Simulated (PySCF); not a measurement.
## How methods differ on the electron affinity of Al

Al⁻ [Ne] 3s2 3p2 (3P) → Al [Ne] 3s2 3p1 (2P), as a difference of total energies. All numbers are calculated (PySCF 2.14, no relativity, point nucleus, in dyall-av2z (13s9p2d, 50 functions)). Correlated levels: valence: [Ne] frozen; virtual orbitals above 40 to 60 times the deepest correlated orbital energy dropped. The calculations carry no spin-orbit coupling.

```csv
method,electron affinity (eV),error (eV)
UHF,0.020,-0.413
MP2 (valence),0.315,-0.118
SCS-MP2 (valence),0.221,-0.212
CCSD (valence),0.335,-0.098
CCSD(T) (valence),0.367,-0.066
CCSDT (valence),0.377,-0.056
```

Reference: 0.433 eV (measured; photodetachment measurements, as compiled on the Wikipedia data page of electron affinities).

Errors of the correlated levels include the incompleteness of this basis and the frozen core.
